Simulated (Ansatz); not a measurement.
# BH2+ (quintet): the correlation ladder, def2-QZVPP

One table from this session's results is given with a row withheld; the runs are named, their logs left out.

Computed with Ansatz 0.2.0, Gaussian basis. Level: def2-QZVPP, core rule «outside noble gas», up to 1 orbitals frozen.

To be run: UHF; ROHF; CCSD(T) on UHF.

2 further runs of the same task are left out: 2 set aside as unsound or not needed.

**The geometry**

The geometry is a PBE0/def2-TZVP stationary point (not a proven minimum) of the parent state, kept for this charge and spin.

3 atoms, charge 1, spin multiplicity 5.

Atoms are counted from 1 here; the program's logs count them from 0.

Bond lengths: B1–H2 1.291 Å, B1–H3 1.291 Å. Angles: H2–B1–H3 66.8°.

The first run:

The input, in.yaml:

```yaml
crystal:
  periodic: [false, false, false]
  atoms:
    - {symbol: B, position_ang: [0.000000, 0.000000, -0.169375]}
    - {symbol: H, position_ang: [0.000000, 0.710556, 0.908347]}
    - {symbol: H, position_ang: [0.000000, -0.710556, 0.908347]}
basis:
  gaussian: {orbitals: "def2-QZVPP.json"}
total_charge: 1
magnetization: {spin_polarized: true, initial_magnetization: 4}
hamiltonian: {xc: hf}
output: {orbitals: {seedname: orbitals}}
```

Launch:

```sh
$ ansatz run in.yaml --threads 1 --pin off --events-out ev --progress --plain --max-ram 2393MiB
```

Steps of the session up to this table: UHF; ROHF; CCSD(T) on UHF.

One table of the session follows, with a row left open; its other results are not shown here.

| method | from UCCSD(T) (kJ/mol) |
| --- | --- |
| ROHF | +71.0 |
| UHF | +71.0 |
| UMP2 | +18.7 |
| UCCSD | ? |
| UCCSD(T) | 0 |

Q: Estimate the row for UCCSD from the others.

The run gave: from UCCSD(T) (kJ/mol): +0.8. In the column «from UCCSD(T) (kJ/mol)» it lies between UCCSD(T) (0) and UMP2 (+18.7).
